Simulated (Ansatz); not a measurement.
# AlH5OSi: the cost of one run

The runs use Ansatz 0.2.0, Gaussian basis; PBE0-D4, def2-SVP first, then def2-TZVP.

91 further runs of the same task are left out: 1 that didn't finish, 90 set aside as unsound or not needed.

### 1 The system as given

The guess: 8 atoms, charge 0, spin multiplicity 1.

Atoms are counted from 1 here; the program's logs count them from 0.

Bond lengths: Al1–Si2 2.715 Å, Al1–O4 1.663 Å, Si2–H5 1.459 Å, Si2–H6 1.461 Å, Si2–H7 1.504 Å, O4–H8 0.951 Å. Angles: Si2–Al1–O4 167.1°, Al1–Si2–H5 74.3°, Al1–Si2–H6 74.0°, Al1–Si2–H7 173.4°, H5–Si2–H6 120.7°, H5–Si2–H7 108.6°, H6–Si2–H7 108.6°, Al1–O4–H8 179.1°.

As a file:

| atom | x (Å) | y (Å) | z (Å) |
| --- | --- | --- | --- |
| Al1 | -0.8740 | -0.4347 | 0.5445 |
| Si2 | 1.4726 | 0.4098 | -0.5290 |
| H3 | -0.3034 | 0.6221 | -1.0651 |
| O4 | -2.4609 | -0.7138 | 0.9564 |
| H5 | 1.3496 | 1.1032 | 0.7492 |
| H6 | 1.5072 | -1.0492 | -0.5858 |
| H7 | 2.6779 | 0.9466 | -1.2518 |
| H8 | -3.3691 | -0.8839 | 1.1816 |

Distances that are to change: Si2–H3 1.87 Å, Al1–Si2 2.72 Å, Al1–H3 2.01 Å.

### 2 Relaxing the guess with the reacting distances held

hold/in.yaml reads:

```yaml
crystal:
  periodic: [false, false, false]
  atoms:
    - {symbol: Al, position_ang: [-0.874000, -0.434700, 0.544500]}
    - {symbol: Si, position_ang: [1.472600, 0.409800, -0.529000]}
    - {symbol: H, position_ang: [-0.303400, 0.622100, -1.065100]}
    - {symbol: O, position_ang: [-2.460900, -0.713800, 0.956400]}
    - {symbol: H, position_ang: [1.349600, 1.103200, 0.749200]}
    - {symbol: H, position_ang: [1.507200, -1.049200, -0.585800]}
    - {symbol: H, position_ang: [2.677900, 0.946600, -1.251800]}
    - {symbol: H, position_ang: [-3.369100, -0.883900, 1.181600]}
basis:
  gaussian: {orbitals: def2-SVP}
hamiltonian: {xc: pbe0, dispersion: d4}
relax: {f_tol: 0.08, max_steps: 120, escape_saddle: false, constraints: [{distance: [1, 2]}, {distance: [0, 1]}, {distance: [0, 2]}]}
```

The run is started by

```bash
> ansatz run in.yaml --threads 2 --pin off --events-out ev --progress --plain --max-ram 4352MiB
```

**Question.** How long does this run take on 2 threads of Arm Neoverse V2, shared host?

About 25 s.
